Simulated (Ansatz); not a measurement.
**AlSi⁺, triplet: the ladder up to full CI**

Geometry: that of the AlSi, quartet, kept fixed.

```yaml
atoms:
  - { symbol: Si, position_ang: [0.0000, 0.0000, 0.0000] }
  - { symbol: Al, position_ang: [0.0000, 0.0000, 2.4162] }
```

Basis cc-pVDZ; Ansatz 0.2.0. Only valence electrons are correlated (noble-gas cores frozen), which leaves 6 electrons in 26 orbitals. R marks a restricted (for open shells ROHF) determinant, U an unrestricted one. Active spaces: valence = (6e, 8o) chosen from the atoms' valence shells.

Full CI is exact within this basis and frozen core; it isn't the basis-set limit. The frozen core follows each run's orbitals, which can shift R against U totals by a few meV.

HF rows: RHF is the lowest solution found. Coupled cluster chose its determinant by a search with trial CCSD, here up to 0.19 eV above the lowest Hartree–Fock solution of its kind, and MP2 stands on that determinant too.

- UHF ⟨S²⟩: 2.104
- ⟨S²⟩ of the determinant under UCCSD: 2.157
- T1 diagnostic (RCCSD): 0.0433
- largest doubles amplitude (RCCSD): 0.162

```
   level  E − E(determinant under the R cluster runs) (eV)
    RMP2                                           -2.6033
   RCCSD                                           -3.4046
RCCSD(T)                                           -3.5792
```

Task: Estimate how far full CI in cc-pVDZ lies from RCCSD(T). The table doesn't fix it; the size of (T) and the diagnostics are the guide.

Result: Full CI in cc-pVDZ lies 2.47 mEh below RCCSD(T), which is 38 % of the (T) step (-6.42 mEh). T1 is raised, a doubles amplitude is large, and the rest is a large part of (T). The miss exceeds 1 kcal/mol.

The other levels:

```json
{"level": "RHF†", "E − E(full CI) (mEh)": "127.11", "share of correlation (%)": "–", "wall time": "–"}
{"level": "BCCD(T)", "E − E(full CI) (mEh)": "2.57", "share of correlation (%)": "98.08", "wall time": "6 s"}
{"level": "RCCSDT", "E − E(full CI) (mEh)": "0.54", "share of correlation (%)": "99.60", "wall time": "–"}
{"level": "RCCSDT(Q)", "E − E(full CI) (mEh)": "0.09", "share of correlation (%)": "99.93", "wall time": "12 s"}
{"level": "CASSCF (valence space)†", "E − E(full CI) (mEh)": "67.92", "share of correlation (%)": "–", "wall time": "–"}
{"level": "NEVPT2 (valence space)†", "E − E(full CI) (mEh)": "21.49", "share of correlation (%)": "–", "wall time": "6.5 s"}
{"level": "MRCISD (valence space)†", "E − E(full CI) (mEh)": "6.90", "share of correlation (%)": "–", "wall time": "–"}
{"level": "MRCISD+Q (valence space)†", "E − E(full CI) (mEh)": "3.40", "share of correlation (%)": "–", "wall time": "8 s"}
{"level": "MRCISD+Q(relaxed) (valence space)†", "E − E(full CI) (mEh)": "2.21", "share of correlation (%)": "–", "wall time": "8.5 s"}
```

A dagger marks rows that describe another state than the reference (another or a broken symmetry, a higher spin or other natural occupations), so the difference holds a gap between states beside the method's error.

The correlation energy at full CI, counted from the determinant under the R cluster runs, is -3.646 eV. That run took 55 s on 1 thread of Arm Neoverse N1, shared host over 1,689,344 determinants.

Run but not shown, since their state, orbitals or frozen core can't be matched to the reference's or they repeat it: UHF, UMP2, CISD, UCCSD, UCCSD(T), UCCSDT, CISDTQ, UCCSDT(Q).

Times hold each run's SCF and search for its determinant on a shared host, so for small cases they say little of a method's own cost; they ran on 1 thread of Arm Neoverse N1.

The full-CI state has the irrep A2 of C2v, in the program's axes (one component, if the state is degenerate).

Natural occupations of full CI about the gap: 1.927 1.816 0.966 0.966 0.133 0.050 0.050 0.023 0.010 0.010; effectively unpaired electrons, Σ n²(2−n)², 2.21.
